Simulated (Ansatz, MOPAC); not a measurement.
Reaction (SMILES): [H]/[C]=C\Cl → C=[C]Cl

Quantity: isomerisation energy (enthalpy at 298 K), in kcal/mol. Conventions: PM7 with its own dispersion and hydrogen-bond terms; spin-orbit terms left out; 6-31G* and kin with 6d, 5d where marked; non-relativistic; frozen cores in correlated levels; dispersion terms only where a functional's name holds one; 6-311+G** with 5d, 6d on Na to Ar in Ansatz (a program for electronic structure); open shells spin-unrestricted; LANL2DZ with its own core potentials from Na on. Ab initio and DFT rows: single points at B3LYP-D3(BJ) geometries (Ansatz), with unscaled harmonic terms from B3LYP/6-31G* at its own minima. Semi-empirical rows: MOPAC heats of formation at their own minima for 298 K. A UHF reference is markedly spin-contaminated in at least one set, which strains HF and MP2.

| level | program | isomerisation energy (enthalpy at 298 K) (kcal/mol) |
|---|---|---|
| AM1 | MOPAC | -4.7 |
| PM3 | MOPAC | -5.6 |
| PM7 | MOPAC | 0.2 |
| PBE/6-311+G** | Ansatz | -3.7 |
| B3LYP/LANL2DZ | Ansatz | 1.2 |
| B3LYP/6-31G | Ansatz | 1.5 |
| B3LYP/6-31G* | Ansatz | -3.2 |
| B3LYP/cc-pVDZ | Ansatz | -3.6 |
| PBE0/6-31G* | Ansatz | -3.7 |
| MP2/3-21G | Ansatz | 3.2 |
| B3LYP/def2-TZVPD | Ansatz | -4.0 |
| B3LYP-D3(BJ)/def2-TZVPD | Ansatz + dftd3 | -3.9 |
| B2PLYP-D3(BJ)/def2-TZVPD | Ansatz + dftd3 | -3.9 |

No value to compare with is used here. The 10 habitual levels span -5.6 (PM3) to 3.2 kcal/mol (MP2/3-21G); B2PLYP-D3(BJ)/def2-TZVPD gives -3.9.

The levels are drawn from those run, B3LYP/6-31G* more often than the rest, none by its result; runs whose electronic state is in doubt are left out.
